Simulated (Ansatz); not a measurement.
C2H2O2, SMILES `O=CC=O` (O–C–C–O torsion 180°) (charge 0, multiplicity 1).

The numbers are results of frozen-core CCSD(T)/6-31g // B3LYP-D3(BJ)/def2-TZVP (Ansatz, a first-principles code), not measurements.

Ansatz 0.2 input:
```yaml
crystal:
  periodic: [false, false, false]
  atoms:
    - { symbol: O, position_ang: [1.262226, -0.110262, 1.17246] }
    - { symbol: C, position_ang: [0.753681, 0.05412, 0.097105] }
    - { symbol: C, position_ang: [-0.753677, -0.054156, -0.097112] }
    - { symbol: O, position_ang: [-1.262232, 0.11032, -1.172449] }
    - { symbol: H, position_ang: [1.323921, 0.292401, -0.820915] }
    - { symbol: H, position_ang: [-1.323918, -0.292425, 0.82091] }
basis:
  gaussian: { orbitals: "6-31g" }
correlation:
  method: ccsd_t
```

Output:

```
Functional definition: HF
468 factors; integrals over basis functions are off by at most 2.5e-4 eV
mean field evaluation 1: about -6158.2832 eV, gradient 4.4e1 eV
mean field evaluation 2: about -6158.2974 eV, gradient 4.4e1 eV
mean field evaluation 4: about -6162.6103 eV, gradient 3.1e0 eV
mean field evaluation 8: about -6162.6806 eV, gradient 1.1e-1 eV
mean field evaluation 16: about -6162.6532 eV, gradient 1.1e0 eV
mean field -6162.68066868 eV, -226.4743373590 hartree, gradient 7.9e-6 eV, S^2 0.000000; 0 other end points of the search recorded, 0 dependent functions left out; unrestricted orbitals would lower it
4 core orbitals not correlated
reference -6162.68066868 eV, -226.4743373590 hartree; 11, 11 occupied and 25, 25 virtual orbitals, 468 factors
second order -11.56349978 eV of doubles, -0.00000000 eV of singles
cycle   1  -11.25939361 eV  change    3.0e-1 eV  update   1.1e-1
cycle   2  -11.71579181 eV  change   -4.6e-1 eV  update   3.7e-2
cycle   3  -11.87167915 eV  change   -1.6e-1 eV  update   1.9e-2
cycle   4  -11.87026917 eV  change    1.4e-3 eV  update   4.1e-3
cycle   5  -11.87283212 eV  change   -2.6e-3 eV  update   1.6e-3
cycle   6  -11.87382896 eV  change   -1.0e-3 eV  update   5.7e-4
cycle   7  -11.87324473 eV  change    5.8e-4 eV  update   2.3e-4
cycle   8  -11.87320144 eV  change    4.3e-5 eV  update   8.5e-5
cycle   9  -11.87326945 eV  change   -6.8e-5 eV  update   3.5e-5
cycle  10  -11.87326024 eV  change    9.2e-6 eV  update   1.2e-5
perturbative correction -0.36097224 eV, -0.0132654851 hartree
Total energy: -6174.91490116 eV, -226.9239371100 hartree
```
